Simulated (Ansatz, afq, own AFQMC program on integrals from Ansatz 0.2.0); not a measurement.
**CHSi, doublet: AFQMC among the cluster methods**

```json
{"atom": "Si", "x (Å)": "0.0000", "y (Å)": "0.0000", "z (Å)": "2.3891"}
{"atom": "C", "x (Å)": "0.0000", "y (Å)": "0.0000", "z (Å)": "-0.6549"}
{"atom": "H", "x (Å)": "0.0000", "y (Å)": "0.0000", "z (Å)": "-1.7343"}
```

Connectivity, by distances: Si ··· CH.

Basis 6-31G. Only valence electrons are correlated. AFQMC by an in-house program on the Cholesky factors that Ansatz 0.2.0 writes for its CCSD(T) run. The CISD trial takes its coefficients from CCSD amplitudes. Released means that phaseless walkers are propagated on without the constraint, phases kept. Uncertainties: one standard error, sampling alone.

Determinant: UHF, the one that the program's search chose, which needn't be the lowest solution. The geometry is a point of a scan.

Full CI on the same integrals is exact in this basis and with this determinant's frozen core.

Cautions: strong correlation (T1 0.061, weight of the determinant 0.80, largest double 0.13); unrestricted determinant spin contaminated (⟨S²⟩ 2.55 against 0.75); the next higher spin lies close (full CI puts it 150 meV above); CCSDT(Q) on the ROHF determinant differs (73 meV higher), perhaps since the unrestricted series falls towards higher spin; walk and cluster series may follow different spin states.

* T1 diagnostic: 0.0614
* weight of the determinant in the CISD state: 0.804
* ⟨S²⟩ of the determinant: 2.553
* size of the correlated space: 9 electrons in 18 orbitals

Reference: full CI, correlation energy -2.416 eV. The released energy is read at 2.40 1/Eh (meV from the phaseless value at times in 1/Eh: -1 ± 4 at 0.24, -4 ± 4 at 0.51, -16 ± 5 at 0.99, -27 ± 7 at 1.62, -22 ± 5 at 2.40). The cautions show a poor starting determinant, so the rows tell how each method copes with it here, and full CI is the sure value.

```csv
level,E − E(reference) (kJ/mol),share of correlation (%)
HF,233.1,0.00
MP2,95.1,59.19
CCSD,18.7,91.99
CCSD(T),12.1,94.79
CCSDT,4.4,98.11
CCSDT(Q),2.8,98.80
CCSDTQ,1.9,99.20
ph-AFQMC/CISD,1.9 ± 0.4,99.17
released AFQMC,-0.2 ± 0.5,100.10
```

CCSDT and higher add their correlation energy to the determinant of the CCSD(T) run, since their own runs factorise the integrals more tightly (a shift of under 2 meV). Released energies are given only where the last usable release times agree within the noise; a slower fall can still hide under it.
